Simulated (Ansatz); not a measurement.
**C₂H₃F₃O: small, medium and large basis sets**

Aim: see how fast density functionals and correlated methods converge with the basis set for C₂H₃F₃O.

Computed with Ansatz 0.2.0, Gaussian basis. Level: one geometry, several basis sets.

The runs, in order: PBE0-D4/def2-SVP; ωB97M-V/def2-SVP; PBE0-D4/def2-QZVPP; ωB97M-V/def2-QZVPP; CCSD(T)/cc-pV(D+d)Z; CCSD(T)/cc-pV(T+d)Z; MP2/cc-pV(Q+d)Z; the functionals' def2-TZVPP values are taken from earlier runs.

**1. The geometry**

An earlier PBE0-D4 in a triple-zeta def2 set relaxation fixed the geometry.

SMILES `OCC(F)(F)F`, 9 atoms, charge 0, spin multiplicity 1.

Atoms are counted from 1 here; the program's logs count them from 0.

Bond lengths: O1–C2 1.394 Å, O1–H7 0.962 Å, C2–C3 1.515 Å, C2–H8 1.091 Å, C2–H9 1.097 Å, C3–F4 1.332 Å, C3–F5 1.345 Å, C3–F6 1.338 Å. Angles: C2–O1–H7 108.8°, O1–C2–C3 112.2°, O1–C2–H8 107.8°, O1–C2–H9 113.2°, C3–C2–H8 107.8°, C3–C2–H9 107.1°, H8–C2–H9 108.5°, C2–C3–F4 112.6°, C2–C3–F5 110.7°, C2–C3–F6 110.5°, F4–C3–F5 107.3°, F4–C3–F6 107.9°, F5–C3–F6 107.6°.

**2. PBE0-D4 in def2-SVP**

The input, in.yaml:

```yaml
crystal:
  periodic: [false, false, false]
  atoms:
    - {symbol: O, position_ang: [0.267255, -1.505986, -0.521930]}
    - {symbol: C, position_ang: [0.133572, -0.525941, 0.461052]}
    - {symbol: C, position_ang: [-0.345809, 0.793862, -0.107351]}
    - {symbol: F, position_ang: [-1.549425, 0.702624, -0.670528]}
    - {symbol: F, position_ang: [0.503048, 1.241077, -1.049589]}
    - {symbol: F, position_ang: [-0.409727, 1.722414, 0.853453]}
    - {symbol: H, position_ang: [0.947456, -1.231219, -1.143696]}
    - {symbol: H, position_ang: [-0.613281, -0.871763, 1.177073]}
    - {symbol: H, position_ang: [1.066901, -0.325078, 1.001515]}
basis:
  gaussian: {orbitals: def2-SVP}
hamiltonian: {xc: pbe0, dispersion: d4}
output: {orbitals: {seedname: orbitals}}
```

Started as:

```
ansatz run in.yaml --threads 2 --pin off --events-out ev --progress --plain --max-ram 22528MiB --backend cpu
```

Further steps of the session: ωB97M-V in def2-SVP; PBE0-D4 in def2-QZVPP; ωB97M-V in def2-QZVPP; CCSD(T) in cc-pV(D+d)Z; CCSD(T) in cc-pV(T+d)Z; MP2 in cc-pV(Q+d)Z.

Before running them: what should the planned runs give, taken together? Wanted: MP2 correlation recovered, cc-pV(D+d)Z; MP2 correlation recovered, cc-pV(T+d)Z; MP2 correlation recovered, cc-pV(Q+d)Z; CCSD(T) limit from def2 sets; PBE0-D4: double and triple zeta above quadruple; ωB97M-V: double and triple zeta above quadruple.

**Answer**, as computed:

| quantity | value |
| --- | --- |
| MP2 correlation recovered, cc-pV(D+d)Z | 67.0 % |
| MP2 correlation recovered, cc-pV(T+d)Z | 87.3 % |
| MP2 correlation recovered, cc-pV(Q+d)Z | 94.7 % |
| CCSD(T) limit from def2 sets (earlier runs) less the limit of this series | -42 meV |
| PBE0-D4: double and triple zeta above quadruple | 15.45, 0.64 eV |
| ωB97M-V: double and triple zeta above quadruple | 15.76, 0.61 eV |

PBE0-D4 gains 14.81 eV from double to triple zeta, then 0.64 eV more. In cc-pV(D+d)Z MP2 holds 67 % of its limit, in cc-pV(Q+d)Z 95 %, while Hartree-Fock is within 0.292 eV in the largest set. A limit from the def2 sets, made apart, differs by 42 meV, a least measure of the doubt on such a limit. These are total energies; as a rule much of such shifts cancels in differences, which this series doesn't test. The LUMO of ωB97M-V is positive and keeps falling with the basis (3.29 to 1.69 eV): an unbound level that the basis holds in place.
